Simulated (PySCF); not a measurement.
Molecule: dimethyl carbonate (SMILES COC(=O)OC).

Geometry (Å), atoms numbered from 1 in this order:
```xyz
12

C     2.314    0.054    0.139
O     1.100   -0.563    0.523
C     0.000    0.004    0.042
O    -0.039    0.970   -0.675
O    -1.052   -0.676    0.482
C    -2.309   -0.189    0.052
H     2.370    1.085    0.520
H     3.116   -0.551    0.577
H     2.415    0.082   -0.956
H    -3.059   -0.876    0.460
H    -2.370   -0.170   -1.047
H    -2.486    0.830    0.428
```

Geometry PBE0-D3(BJ)/def2-SVP throughout; GIAO in PySCF, gas phase, one conformer, non-relativistic; equivalent atoms averaged; basis pcSseg-2.

Problem. How do the absolute shieldings σ depend on the functional? (ppm; last column core-seconds on shared hosts with different chips, so compare them loosely)

Solution. 
```csv
functional,kind,C3,C1/C6,O4,O2/O5,H7/H8/H9/H10/H11/H12,core-s
HF,Hartree–Fock,28.1,139.9,46.9,221.6,28.16,15
LDA,LDA,13.1,123.2,22.1,180.9,27.10,29
PBE,GGA,16.3,122.6,28.1,179.8,27.54,35
BLYP,GGA,10.8,117.8,25.0,175.3,27.70,36
BP86,GGA,16.2,122.3,28.5,180.2,27.60,37
OPBE,GGA,27.5,128.5,38.6,186.5,27.63,37
KT2,GGA,25.0,126.6,43.8,185.8,27.55,44
KT3,GGA,26.2,125.7,45.0,184.6,27.75,44
B97-D,GGA,19.7,122.5,37.2,182.8,27.75,43
B3LYP,global hybrid,13.4,123.0,24.9,185.3,27.76,34
PBE0,global hybrid,19.2,128.5,28.1,191.6,27.67,32
mPW1PW91,global hybrid,18.4,127.8,26.6,190.7,27.72,37
WP04,global hybrid,6.2,114.0,15.6,172.1,28.07,35
B97-2,global hybrid,21.3,127.9,34.0,191.4,27.78,32
BHandHLYP,global hybrid,17.7,129.7,29.1,199.3,27.86,31
CAM-B3LYP,range-separated hybrid,13.9,126.5,27.6,193.5,27.68,44
wB97X-D,range-separated hybrid,18.1,128.5,28.1,194.1,27.78,44
LC-wPBE,range-separated hybrid,17.7,132.0,33.6,202.6,27.73,58
```

Problem. Which nucleus moves most, in ppm?

Solution. O2/O5 (ester alkoxy oxygen): from 172.1 ppm with WP04 to 221.6 ppm with HF. The smallest spread is 1.06 ppm, at H7/H8/H9/H10/H11/H12. Proton shifts span only some 12 ppm, so a few tenths of a ppm matter as much there as several ppm in carbon.
